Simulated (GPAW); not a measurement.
# C2HN (SMILES [CH]C#N) at 3 levels

Aim: a comparison of 3 runs (UPBE/real-space grid, USVWN5/real-space grid, UPBE/dzp) of C2HN. The job is set up through an ASE script.

Program for the calculation: GPAW 26.7.0.

5 further runs of the same task are left out: 3 for a known fault of the program, 1 that didn't finish, 1 set aside as unsound or not needed.

### 1 The molecule

C2HN: 4 atoms, total charge 0, spin state triplet. As SMILES, `[CH]C#N`. Geometry: relaxed at GFN2-xTB.

Bond lengths: C1–C2 1.272 Å, C2–N3 1.198 Å, C1–H4 1.050 Å. Angles: C1–C2–N3 179.7°, C2–C1–H4 175.8°.

### 2 The charge distribution at UPBE/real-space grid (scalar-relativistic datasets) (run 1)

gs.py reads:

```python
import numpy as np
from ase import Atoms
from ase.units import Bohr, Debye
from gpaw import GPAW

# Atomic positions
positions_bohr = np.array(
              [[  1.053579,  -0.681643,   0.213955],
               [ -0.968598,   0.562647,  -0.156809],
               [ -2.878847,   1.727758,  -0.499058],
               [  2.793866,  -1.608743,   0.441912]])
atoms = Atoms("CCNH", positions=positions_bohr * Bohr)
atoms.center(vacuum=4.5)
atoms.set_initial_magnetic_moments([0.666667, 0.666667, 0.666667, 0.0])

# DFT calculator
calc = GPAW(mode="fd",
            h=0.18,
            xc="PBE",
            occupations={"name": "fermi-dirac", "width": 0.0, "fixmagmom": True},
            maxiter=150,
            symmetry="off",
            txt="-")
atoms.calc = calc

energy = atoms.get_potential_energy()
print(f"Energy                  {energy:.5f} eV")
forces = atoms.get_forces()
print("Forces (eV/Ang)")
for symbol, f in zip(atoms.symbols, forces):
    print(f'{symbol:2} {f[0]:9.4f} {f[1]:9.4f} {f[2]:9.4f}')
dipole = atoms.get_dipole_moment() / Debye
print(f"Dipole                  {np.linalg.norm(dipole):.3f} D")
print("Moments:", atoms.get_magnetic_moments().round(3))
```

The run is started by

```console
$ OMP_NUM_THREADS=1 python gs.py
```

Log:

```text
[...]
Number of symmetries: 1
[...]
  Number of IBZ points: 1
[...]
Spin-components: 2 (collinear spins)
Bands:           13
[...]
  Valence electrons: 14.0
[...]
  Grid points: [68 60 52]
  Charge: 0.0  # |e|
[...]
    cutoffs:
[...]
occupation numbers:
  Fixed magnetic moment: 2.000
[...]
xc functional:
  name: PBE with 2 nearest neighbor stencil
[...]
|iter     |     time |      energy | eigst |  dens |  magmom |
[...]
|iter:   1| 00:00:21 |  -27.384463 | +1.33 |       |  +1.9966|
[...]
|iter:  16| 00:02:40 |  -25.693780c| -7.55c| -5.28c|  +2.0000|
Converged in 16 steps
[...]
Energy contributions relative to reference atoms: (reference = -3549.467897)
Energy contributions:
  Kinetic:          30.934318
  Coulomb:         -32.656294
  Zero:              0.564220
  External:          0.000000
  Xc:              -24.536024
  Entropy:           0.000000
  Spinorbit:         0.000000
  ----------------------------
  Free energy:     -25.693780
  Extrapolated:    -25.693780
dipole moment: (0.585304, -0.342802, 0.096211)  # |e|*Ang
Total magnetic moment: (0.000000, 0.000000, 2.000001)
Local magnetic moments
|        x |        y |         z |
|----------|----------|-----------|
| 0.000000 | 0.000000 |  0.444916 |  # C    0
| 0.000000 | 0.000000 | -0.087231 |  # C    1
| 0.000000 | 0.000000 |  0.333894 |  # N    2
| 0.000000 | 0.000000 | -0.013620 |  # H    3
Fermi levels: -0.352, -9.043
Eigenvalues  # (at kpt = [0.000, 0.000, 0.000])
| band index |      eig [eV] | occ [0-1] |      eig [eV] | occ [0-1] |
[...]
Gap: 4.314 eV
Transition (v -> c):
[...]
Forces (eV/Ang)
C     0.5815   -0.4335    0.1551
C    -0.0465    0.0688   -0.0198
N    -1.2557    0.7486   -0.1383
H     0.7320   -0.3823    0.0908
Dipole                  3.291 D
Moments: [ 0.445 -0.087  0.334 -0.014]
```

Wall time 2.7 min (1 thread of Intel Xeon at 2.50GHz (Skylake/Cascade Lake), shared host); peak memory 0.71 GiB.

### 3 The charge distribution at USVWN5/real-space grid (scalar-relativistic datasets) (run 2)

run.py reads:

```python
import numpy as np
from ase import Atoms
from ase.units import Bohr, Debye
from gpaw import GPAW, setup_paths
from gpaw.atom.configurations import parameters
from gpaw.atom.generator import Generator
from gpaw.utilities.adjust_cell import adjust_cell

# Set up the molecule
positions_bohr = np.array(
              [[  1.053579,  -0.681643,   0.213955],
               [ -0.968598,   0.562647,  -0.156809],
               [ -2.878847,   1.727758,  -0.499058],
               [  2.793866,  -1.608743,   0.441912]])
molecule = Atoms('CCNH', positions=positions_bohr * Bohr)
adjust_cell(molecule, 4.5, h=0.16)
molecule.set_initial_magnetic_moments([0.666667, 0.666667, 0.666667, 0.0])

# No datasets are shipped for this functional: make them
for symbol in ['C', 'H', 'N']:
    Generator(symbol, xcname='LDA_X+LDA_C_VWN', scalarrel=True, nofiles=True, txt=None).run(**parameters[symbol])
setup_paths.insert(0, '.')

# GPAW settings
gpaw_calc = GPAW(mode='fd',
                 occupations={'name': 'fermi-dirac', 'width': 0.0, 'fixmagmom': True},
                 symmetry='off',
                 maxiter=150,
                 xc='LDA_X+LDA_C_VWN',
                 h=0.16,
                 txt='-')
molecule.calc = gpaw_calc

energy = molecule.get_potential_energy()
print(f'Energy                  {energy:.5f} eV')
forces = molecule.get_forces()
print('Forces (eV/Ang)')
for symbol, f in zip(molecule.symbols, forces):
    print(f'{symbol:2} {f[0]:9.4f} {f[1]:9.4f} {f[2]:9.4f}')
dipole = molecule.get_dipole_moment() / Debye
print(f'Dipole = {np.linalg.norm(dipole):.3f} D')
print('Moments:', molecule.get_magnetic_moments().round(3))
```

The run is started by

```console
$ python run.py > run.log
```

Log:

```text
[...]
Number of symmetries: 1
[...]
  Number of IBZ points: 1
[...]
Spin-components: 2 (collinear spins)
Bands:           13
[...]
  Valence electrons: 14.0
[...]
  Grid points: [76 68 60]
  Charge: 0.0  # |e|
[...]
    cutoffs:
[...]
occupation numbers:
  Fixed magnetic moment: 2.000
[...]
xc functional:
  name: None
[...]
|iter     |     time |      energy | eigst |  dens |  magmom |
[...]
|iter:   1| 00:00:24 |  -29.324800 | +1.43 |       |  +1.9970|
[...]
|iter:  16| 00:03:22 |  -27.218736c| -7.45c| -5.25c|  +2.0000|
Converged in 16 steps
[...]
Energy contributions relative to reference atoms: (reference = -3520.733738)
Energy contributions:
  Kinetic:          31.808398
  Coulomb:         -33.276179
  Zero:              0.395191
  External:          0.000000
  Xc:              -26.146145
  Entropy:           0.000000
  Spinorbit:         0.000000
  ----------------------------
  Free energy:     -27.218736
  Extrapolated:    -27.218736
dipole moment: (0.594704, -0.348148, 0.097663)  # |e|*Ang
Total magnetic moment: (0.000000, 0.000000, 2.000001)
Local magnetic moments
|        x |        y |         z |
|----------|----------|-----------|
| 0.000000 | 0.000000 |  0.434028 |  # C    0
| 0.000000 | 0.000000 | -0.065076 |  # C    1
| 0.000000 | 0.000000 |  0.329734 |  # N    2
| 0.000000 | 0.000000 | -0.009000 |  # H    3
Fermi levels: -0.292, -9.064
Eigenvalues  # (at kpt = [0.000, 0.000, 0.000])
| band index |      eig [eV] | occ [0-1] |      eig [eV] | occ [0-1] |
[...]
Gap: 4.813 eV
Transition (v -> c):
[...]
Forces (eV/Ang)
C    -0.1459    0.0166    0.0219
C    -0.1105    0.0909   -0.0312
N    -0.5800    0.3685   -0.1133
H     0.8874   -0.4779    0.1173
Dipole = 3.343 D
Moments: [ 0.434 -0.065  0.33  -0.009]
```

It took 3.5 min on 1 thread of Intel Xeon at 2.50GHz (Skylake/Cascade Lake), shared host; peak memory 0.91 GiB.

### 4 Energy and one-electron properties at UPBE/dzp (scalar-relativistic datasets) (run 3)

molecule.py reads:

```python
import numpy as np
from ase import Atoms
from ase.units import Debye
from gpaw import GPAW

# Atomic positions
system = Atoms("CCNH",
    positions=[[  0.557530,  -0.360710,   0.113220],
               [ -0.512560,   0.297740,  -0.082980],
               [ -1.523420,   0.914290,  -0.264090],
               [  1.478450,  -0.851310,   0.233850]])
system.center(vacuum=4.5)
system.set_initial_magnetic_moments([0.666667, 0.666667, 0.666667, 0.0])

# GPAW settings
gpaw_calc = GPAW(mode="lcao",
                 basis="dzp",
                 h=0.18,
                 xc="PBE",
                 occupations={"name": "fermi-dirac", "width": 0.0, "fixmagmom": True},
                 maxiter=150,
                 symmetry="off",
                 txt="-")
system.calc = gpaw_calc

energy = system.get_potential_energy()
print(f"Energy = {energy:.5f} eV")
forces = system.get_forces()
print("Forces (eV/Ang)")
for symbol, f in zip(system.symbols, forces):
    print(f'{symbol:2} {f[0]:9.4f} {f[1]:9.4f} {f[2]:9.4f}')
dipole = system.get_dipole_moment() / Debye
print(f"Dipole                  {np.linalg.norm(dipole):.3f} D")
print("Moments:", system.get_magnetic_moments().round(3))
```

The run is started by

```console
$ python3 -u molecule.py | tee molecule.out
```

Log:

```text
[...]
Number of symmetries: 1
[...]
  Number of IBZ points: 1
[...]
basis functions: 44
Spin-components: 2 (collinear spins)
Bands:           13
[...]
  Valence electrons: 14.0
[...]
  Grid points: [68 60 52]
  Charge: 0.0  # |e|
[...]
    cutoffs:
[...]
occupation numbers:
  Fixed magnetic moment: 2.000
[...]
xc functional:
  name: PBE with 2 nearest neighbor stencil
[...]
|iter     |     time |      energy | eigst |  dens |  magmom |
[...]
|iter:   1| 00:00:26 |  -24.337909 |      c|       |  +1.9973|
[...]
|iter:  11| 00:01:07 |  -24.073547c|      c| -4.20c|  +2.0000|
Converged in 11 steps
[...]
Energy contributions relative to reference atoms: (reference = -3549.467897)
Energy contributions:
  Kinetic:          24.266659
  Coulomb:         -24.412615
  Zero:              0.375814
  External:          0.000000
  Xc:              -24.303405
  Entropy:           0.000000
  Spinorbit:         0.000000
  ----------------------------
  Free energy:     -24.073547
  Extrapolated:    -24.073547
dipole moment: (0.534511, -0.313805, 0.088237)  # |e|*Ang
Total magnetic moment: (0.000000, 0.000000, 1.999997)
Local magnetic moments
|        x |        y |         z |
|----------|----------|-----------|
| 0.000000 | 0.000000 |  0.458004 |  # C    0
| 0.000000 | 0.000000 | -0.093382 |  # C    1
| 0.000000 | 0.000000 |  0.335053 |  # N    2
| 0.000000 | 0.000000 | -0.013260 |  # H    3
Fermi levels: 1.087, -8.696
Eigenvalues  # (at kpt = [0.000, 0.000, 0.000])
| band index |      eig [eV] | occ [0-1] |      eig [eV] | occ [0-1] |
[...]
Gap: 5.465 eV
Transition (v -> c):
[...]
Forces (eV/Ang)
C     1.0953   -0.8397    0.2985
C     0.3237   -0.1300    0.0245
N    -2.8423    1.7480   -0.4576
H     1.4781   -0.7658    0.1834
Dipole                  3.007 D
Moments: [ 0.458 -0.093  0.335 -0.013]
```

It took 72 s on 1 thread of Intel Xeon at 2.50GHz (Skylake/Cascade Lake), shared host; peak memory 0.75 GiB.

### 5 All runs side by side

```
run                                                  level  grid spacing  box rule  energy (Eh)  dipole moment (D)  HOMO energy (eV)  LUMO energy (eV)  wall time
  1    UPBE/real-space grid (scalar-relativistic datasets)          0.18    center  -131.384768               3.29             -6.64             -4.67    2.7 min
  2  USVWN5/real-space grid (scalar-relativistic datasets)          0.16    adjust  -130.384849               3.34             -6.72             -5.11    3.5 min
  3                UPBE/dzp (scalar-relativistic datasets)          0.18    center  -131.325226               3.01             -6.38             -4.38       72 s
```

### 6 Summary of results

| quantity | value |
| --- | --- |
| run 3: energy as printed (from the program's reference atoms) | -24.0735 eV |
| run 3: dipole moment | 3.01 D |
| run 3: HOMO energy (highest over α and β) | -6.38 eV |
| run 3: LUMO energy (lowest over α and β) | -4.38 eV |
| run 3: largest force on an atom | 3.368 eV/Å |

In words: The dipole moment (its size) runs from 3.01 D (UPBE/dzp) to 3.34 D (USVWN5/real-space grid). The two ends differ in method and basis. Totals of different functionals can't be ranked against each other. All runs together took 7.4 min, the longest 3.5 min.
